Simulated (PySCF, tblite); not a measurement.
Parent: `[CH2:1]=[CH:2][P:3]([CH3:4])[CH3:5]` with C1–C2–P3–C4 32°, C4H9P.

Computed geometry: GFN2-xTB, gas phase. One conformer each, not checked by frequencies here.

```json
{"coordinate of the parent": "C1=C2", "value": "1.323 Å"}
{"coordinate of the parent": "C2–P3", "value": "1.820 Å"}
{"coordinate of the parent": "P3–C4", "value": "1.852 Å"}
{"coordinate of the parent": "P3–C5", "value": "1.857 Å"}
{"coordinate of the parent": "C1–C2–P3", "value": "126.6°"}
{"coordinate of the parent": "C2–P3–C4", "value": "100.5°"}
{"coordinate of the parent": "C2–P3–C5", "value": "96.6°"}
{"coordinate of the parent": "C4–P3–C5", "value": "98.1°"}
```

**Question.** How does the shared frame change in `[CH2:1]=[CH:2][PH+:3]([CH3:4])[CH3:5]` (charge +1) with C1–C2–P3–C4 -119°, [C4H10P]+? Atoms pair as C1 = C1, C2 = C2, P3 = P3, C4 = C4, C5 = C5 (parent first).

**Answer.** 
```tsv
parent	relative	value in the relative	change
C1=C2	C1=C2	1.326 Å	+0.003
C2–P3	C2–P3	1.792 Å	-0.028
P3–C4	P3–C4	1.805 Å	-0.047
P3–C5	P3–C5	1.805 Å	-0.052
C1–C2–P3	C1–C2–P3	123.2°	-3.4
C2–P3–C4	C2–P3–C4	110.8°	+10.3
C2–P3–C5	C2–P3–C5	110.8°	+14.2
C4–P3–C5	C4–P3–C5	110.2°	+12.1
```

Of the parent's bonds, P3–C5 changes most (-0.052 Å). Point group C1 → Cs.
